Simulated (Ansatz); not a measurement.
Potential energy curve for HCl, singlet.

Calculation: Ansatz (a first-principles code) with full CI/cc-pVDZ, frozen core.

Task: Relative to R = 1.28 Å, what are the energies at R = 1.09, 1.35, 1.50, 2.32 Å?

Result: 22.4 kcal/mol at 1.09 Å, 1.2 kcal/mol at 1.35 Å, 11.4 kcal/mol at 1.50 Å, 80.2 kcal/mol at 2.32 Å.
